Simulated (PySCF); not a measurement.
One entry of a table of gas-phase calculations, keyed by method. Lists by class give the value and the number of equivalent atoms.

```json
{
 "formula": "C3H6NS",
 "smiles": "[CH2]CC(N)=S",
 "charge": 0,
 "multiplicity": 2,
 "geometry_level": "GFN2-xTB",
 "electronic_structure_code": "PySCF",
 "results": {
  "GFN2-xTB geometry": {
   "rotational_constants_GHz": [5.301, 3.684, 2.213]
  },
  "UKS B3LYP, pcH-1 on C H N S, non-relativistic, mean-field spin-orbit, GIAO": {
   "g_iso": 2.0026,
   "g_tensor": [2.00226, 2.00264, 2.00289],
   "s2": 0.754,
   "a_iso_by_class_MHz": [
    ["13C", 89.4, 1],
    ["1H", 86.3, 2],
    ["1H", -65.6, 2],
    ["13C", -35.4, 1],
    ["13C", 33.6, 1]
   ]
  }
 }
}
```

At 9.50 GHz, hν = g·μB·B₀ (B₀ the magnetic field) puts the centre of the isotropic spectrum, to first order, at 338.9 mT. With B = h/(8π²I), that is 505.379 GHz u Å² over I, the principal moments of inertia are 95.3, 137.2 and 228.4 u Å² (most abundant isotopes); the inertial defect Ic − Ia − Ib is -4.1 u Å² (zero for a rigid planar frame, negative otherwise).

 GFN2-xTB frequencies show an imaginary mode (78i cm⁻¹), so this geometry is no minimum at that level. Hyperfine couplings depend on the geometry, which wasn't re-optimised at a DFT level. Couplings of like nuclei are plain means over topologically equivalent atoms, as if these changed places fast (by rotation of a methyl-like group, say); in this geometry the members of some sets differ.

Shape of the structure used: `[CH2:1][CH2:2][C:3]([NH2:4])=[S:5]`: C1–C2–C3–N4 174°, H–N4–C3–C2 179°, H–N4–C3–C2 -2°.

One conformer stands for the species.
